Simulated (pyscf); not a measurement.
## Atom transfer: I–Ti(I)(I)–I + H atom (H•) → HI + [I–Ti(I)–I]•

Gas phase, doublet surface, charge 0. Bonds broken: I1–Ti2. Bonds formed: I1–H6. Single points on ωB97X-D3(BJ)/def2-SVP structures (PySCF, gas phase).

Transition state (Å):

```xyz
6

I     -0.3461     0.9460    -1.6441
Ti    -1.5037    -0.5046     0.0182
I     -1.1702    -2.9013    -0.5624
I     -3.9261     0.0573     0.1053
I     -0.3878     0.0536     2.1687
H      1.1662     2.0335    -0.2948
```

One imaginary mode, 786i cm⁻¹; descent along it reached the two sides named, in the forms told below.

| bond | change | reactant side (Å) | saddle | product side |
|---|---|---|---|---|
| I1–Ti2 | breaks | 2.485 | 2.491 | 2.8 |
| I1–H6 | forms | 3.7 | 2.300 | 1.617 |

Electronic energies relative to the separated reactants (kcal/mol):

| level | barrier | reaction energy | reverse barrier |
|---|---|---|---|
| ωB97X-D3(BJ)/def2-TZVP | 2.4 | -15.6 | 18.0 |
| PBE/def2-TZVP | -1.4 | -9.4 | 8.0 |
| r²SCAN/def2-TZVP | -2.8 | -12.4 | 9.6 |
| B3LYP-D3(BJ)/def2-TZVP | -1.9 | -17.7 | 15.8 |
| PBE0-D3(BJ)/def2-TZVP | -0.1 | -17.2 | 17.1 |
| M06-2X/def2-TZVP | 2.9 | -32.4 | 35.3 |
| ωB97M-D3(BJ)/def2-TZVP | 2.8 | -29.0 | 31.9 |
| HF/def2-TZVP | 10.5 | -63.0 | 73.5 |

With ωB97M-D3(BJ)/def2-TZVP energies and thermal terms (ideal gas, 1 atm, RRHO with modes under 100 cm⁻¹ raised to 100, one conformer, R ln 2 for chiral ones without a mode under 150 cm⁻¹), in kcal/mol:

```json
[
 {"T (K)": "298", "ΔH‡": "2.6", "ΔG‡": "7.2", "ΔH": "-27.0", "ΔG": "-31.5"},
 {"T (K)": "600", "ΔH‡": "2.3", "ΔG‡": "12.0", "ΔH": "-28.1", "ΔG": "-35.6"},
 {"T (K)": "900", "ΔH‡": "2.0", "ΔG‡": "16.9", "ΔH": "-29.1", "ΔG": "-39.1"},
 {"T (K)": "1200", "ΔH‡": "1.7", "ΔG‡": "22.0", "ΔH": "-30.0", "ΔG": "-42.3"}
]
```

On the product side the descent ends in an adduct with a I–Ti contact, 17.1 kcal/mol under the separated species and 35.1 kcal/mol under the saddle at ωB97X-D3(BJ)/def2-TZVP. At PBE, r²SCAN, B3LYP-D3(BJ) this geometry lies under the reactants; that is no barrier but a single point on another level's saddle; such a level's own saddle, if it has one, lies nearer that side and is low. What is counted as broken (I–Ti) persists as a longer contact in the product adduct; parting that adduct is a step of its own. This is the saddle that the search found; another between the same sides may lie lower. The angle at the transferred I is 101°: a side-on saddle, likely not the lowest. Open-shell species with a d-block atom are single-reference here; other states, and whether the spin sits on metal or ligand, were not checked. Elements past Kr carry the def2 core potentials, without spin-orbit coupling.
